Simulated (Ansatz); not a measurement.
Input file:

```yaml
crystal:
  periodic: [false, false, false]
  atoms:
    - {symbol: H, position_ang: [-2.109318, 0.000000, 0.000000]}
    - {symbol: H, position_ang: [-1.018318, 0.000000, 0.000000]}
    - {symbol: C, position_ang: [0.209682, 0.000000, 0.000000]}
    - {symbol: H, position_ang: [0.209682, -1.080023, 0.000000]}
    - {symbol: H, position_ang: [0.209682, 0.540011, 0.935327]}
    - {symbol: H, position_ang: [0.209682, 0.540012, -0.935327]}
basis:
  gaussian: {orbitals: 6-31G}
magnetization: {spin_polarized: false, initial_magnetization: 1}
hamiltonian: {xc: r2scan}
correlation: {method: fic_mrcisd_q, electrons: outside_noble_gas, active_space: {window: {electrons: 3, orbitals: 3}}}
accuracy: high
```

```sh
$ ansatz run in.yaml --threads 1 --pin off --events-out ev --progress --plain --max-ram 2393MiB
```

Task: How does this run end?

Result: Refused. The input was made wrong on purpose (active space on a functional), so the run isn't a sound calculation of what was asked.
```
Error: invalid value for `correlation.active_space`: it starts from restricted Hartree–Fock orbitals; set hamiltonian.xc: hf without magnetization.spin_polarized
```
